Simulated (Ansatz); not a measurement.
Eight cases of bond dissociation energy with Al to Br (electronic energies, kcal/mol), geometries: B3LYP-D3(BJ)/def2-TZVP. Functionals by Ansatz (a quantum-chemistry and plane-wave program) in def2-TZVPD; columns hold the difference against the high level (Ansatz, AFQMC by cisd_afqmc): A = CCSD(T)/CBS(cc-pV(Q+d)Z,cc-pV(5+d)Z) + [CCSDT(Q) - CCSD(T)]/cc-pV(D+d)Z + core + X2C; B = CCSD(T)/CBS(cc-pV(Q+d)Z,cc-pV(5+d)Z) + [CCSDT(Q) - CCSD(T)]/cc-pV(T+d)Z + core + X2C; C = CCSD(T)/CBS(cc-pVQZ,cc-pV5Z) + [CCSDT(Q) - CCSD(T)]/cc-pVDZ. The cases were drawn at random from those of this class that have a high level and all functionals, leaving out states under which another spin lies or may lie. Left out are anions, K, Ca, elements past Kr, ionisation of Li, Na and Mg, pi-pi* triplets of linear molecules and other triplets made from a closed-shell parent. Runs that doubt their state, and full CI more than 15 mEh from coupled cluster, are set aside; a case stays where another high level and all functionals remain. AFQMC serves as high level only in triple zeta or larger, with a steady walk, a bar under 0.8 kcal/mol and agreement with other high levels or trials where they ran; where none ran, an unstable determinant or (outside 3d species) a high T1 diagnostic also bars it, so strongly correlated cases are thinned. No case was kept or dropped by the size of a functional's miss. Each difference is the functional minus the high level; affinities count positive where energy is released, gaps as the second state minus the first. Radicals and triplets start from unrestricted determinants; spin-orbit coupling is neglected. Cores are frozen in correlated methods (noble-gas shells, and filled d and f shells in the p block). Rows without X2C or -DK are non-relativistic. CBS(X,Y): correlation extrapolated as X^-3, Hartree-Fock from the larger set (Q,5: extrapolated as (X+1)exp(-9√X)). A bracket is a step between two methods taken in the basis named. The functionals are non-relativistic, so their misses hold any scalar relativity. '+ core + X2C': CCSD(T) terms for core correlation (cc-pwCVTZ, 1s frozen past Ne) and scalar relativity (cc-pVTZ-DK). Where a partner has so few electrons that a lower coupled-cluster level is exact, that level stands in. Spin-orbit terms, left out, reach several kcal/mol for Br and I, and more for heavier atoms. The UHF reference of C2H3 ([CH]=C, doublet) is spin-contaminated (<S^2> up to 0.19 over the pure value in the sets run).

| case | level | value |
|---|---|---|
| C2H3Br (bromoethene, SMILES C=CBr) → C2H3 (SMILES [CH]=C, doublet) + Br (doublet) | C | 85.7 |
| SiH3Cl (SMILES Cl[SiH3]) → SiH2Cl (SMILES [SiH2]Cl, doublet) + H (doublet) | B | 96.7 |
| CHCl2F (SMILES ClC(Cl)F) → F (doublet) + CHCl2 (SMILES Cl[CH]Cl, doublet) | A | 111.3 |
| C2H8Si (dimethylsilane, SMILES C[SiH2]C) → CH5Si (SMILES [SiH2]C, doublet) + CH3 (SMILES [CH3], doublet) | A | 94.7 |
| H4SiO (hydroxysilane, SMILES O[SiH3]) → SiH3 (SMILES [SiH3], doublet) + HO (SMILES [OH], doublet) | B | 128.1 |
| SiH3Cl (SMILES [SiH3]Cl) → SiH3 (SMILES [SiH3], doublet) + Cl (doublet) | B | 112.3 |
| CH3Cl (chloromethane, SMILES CCl) → CH3 (SMILES [CH3], doublet) + Cl (doublet) | B | 88.3 |
| CH2ClF (SMILES FCCl) → F (doublet) + CH2Cl (SMILES [CH2]Cl, doublet) | A | 113.9 |

Q: Predict the difference of PBE, wB97M-V, CAM-B3LYP for each case and sum up.

A: 
```json
[
 {"case": "C2H3Br (bromoethene, SMILES C=CBr) → C2H3 (SMILES [CH]=C, doublet) + Br (doublet)", "PBE": "1.2", "wB97M-V": "-1.1", "CAM-B3LYP": "-5.1"},
 {"case": "SiH3Cl (SMILES Cl[SiH3]) → SiH2Cl (SMILES [SiH2]Cl, doublet) + H (doublet)", "PBE": "-6.9", "wB97M-V": "0.0", "CAM-B3LYP": "-1.4"},
 {"case": "CHCl2F (SMILES ClC(Cl)F) → F (doublet) + CHCl2 (SMILES Cl[CH]Cl, doublet)", "PBE": "1.6", "wB97M-V": "-0.1", "CAM-B3LYP": "-2.7"},
 {"case": "C2H8Si (dimethylsilane, SMILES C[SiH2]C) → CH5Si (SMILES [SiH2]C, doublet) + CH3 (SMILES [CH3], doublet)", "PBE": "-4.9", "wB97M-V": "1.1", "CAM-B3LYP": "-4.5"},
 {"case": "H4SiO (hydroxysilane, SMILES O[SiH3]) → SiH3 (SMILES [SiH3], doublet) + HO (SMILES [OH], doublet)", "PBE": "-5.7", "wB97M-V": "-1.1", "CAM-B3LYP": "-4.0"},
 {"case": "SiH3Cl (SMILES [SiH3]Cl) → SiH3 (SMILES [SiH3], doublet) + Cl (doublet)", "PBE": "-3.6", "wB97M-V": "0.5", "CAM-B3LYP": "-5.4"},
 {"case": "CH3Cl (chloromethane, SMILES CCl) → CH3 (SMILES [CH3], doublet) + Cl (doublet)", "PBE": "1.9", "wB97M-V": "0.7", "CAM-B3LYP": "-4.5"},
 {"case": "CH2ClF (SMILES FCCl) → F (doublet) + CH2Cl (SMILES [CH2]Cl, doublet)", "PBE": "2.7", "wB97M-V": "-0.3", "CAM-B3LYP": "-1.9"}
]
```
PBE: mean -1.7, mean absolute 3.6, median absolute 3.1, largest -6.9; wB97M-V: mean -0.0, mean absolute 0.6, median absolute 0.6, largest -1.1; CAM-B3LYP: mean -3.7, mean absolute 3.7, median absolute 4.2, largest -5.4 kcal/mol. PBE lies above in 4 and below in 4 of the eight.
